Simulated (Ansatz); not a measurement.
## 1,1-elimination

Start structure (CH$_{6}$AlN, closed shell), relaxed at PBE0-D4/def2-TZVP:

```
9
angstrom
Al -1.6172 -0.2363 0.0194
N 0.0004 0.3377 0.4419
C 1.2604 0.0395 -0.2041
H -1.7469 -1.2072 -1.2260
H -2.8262 0.2601 0.9143
H 0.1178 0.9579 1.2297
H 1.9674 -0.4585 0.4702
H 1.7515 0.9384 -0.5954
H 1.0927 -0.6317 -1.0500
```

The step: CH₆AlN ([CH3][NH][AlH2]) → CH₅N ([CH3][NH2]) + AlH (still joined by a long Al–N bond); bonds formed: N2–H4; bonds broken: Al1–H4; bonds weakened to dative contacts: Al1–N2. Computed with Ansatz 0.2.0 (basis: def2-TZVPP and def2-QZVPP); correlated methods freeze the cores. Extrapolation: Hartree–Fock as exp(−7.88 √X), correlation as X^−2.97. Energies below are by CCSD(T) at an estimated basis limit (MP2 extrapolated from triple and quadruple zeta, plus CCSD(T) − MP2 in triple zeta).

(1) What are the electronic barrier and the energy of the step, from the start structure to the end structure? (An estimate is asked for; the value comes from the calculation.)

The T1 diagnostic stays at or below 0.017. The restricted Hartree–Fock reference is unstable towards an unrestricted one at one or more of these structures. A large double-excitation amplitude points to some diradical character; no triplet was computed.

Results:

(1) By the calculation: Barrier 3.041 eV; step energy 1.433 eV (uphill); reverse barrier, their difference, 1.608 eV. Barrier and step energy count from the start structure, the reverse barrier from the end structure.

The saddle point: One imaginary mode of 1433i cm⁻¹.
```tsv
pair	start (Å)	saddle (Å)	end (Å)
N2–H4	2.87	1.47	1.02
Al1–N2	1.77	1.91	2.19
Al1–H4	1.58	1.68	2.64
```

Zero-point energy (harmonic, PBE0-D4): ZPE is 1.843 eV at the start and 1.788 eV at the saddle, so the barrier goes from 3.041 to 2.986 eV.

First-order rate constant out of the start structure at 698 K by transition-state theory, with harmonic vibrational free energies alone and no tunnelling: ΔA‡ = 3.035 eV, so k = (kB T/h) exp(−ΔA‡/kB T) ≈ 10^-9 s⁻¹ (an order of magnitude at best: rotation, the number of equivalent paths and anharmonicity are left out).

Labels in which every atom is bracketed show which atoms are joined, not bond orders.

For scale, one of the runs: CCSD(T)/def2-TZVPP, 188 basis functions, launched by `ansatz run in.yaml --threads 2 --pin off --events-out ev --progress --plain --max-ram 4352MiB`. The run took 29 s on 2 CPU threads of an Intel Xeon Platinum 8488C (shared host), with 1.9 GiB of host memory at its peak.
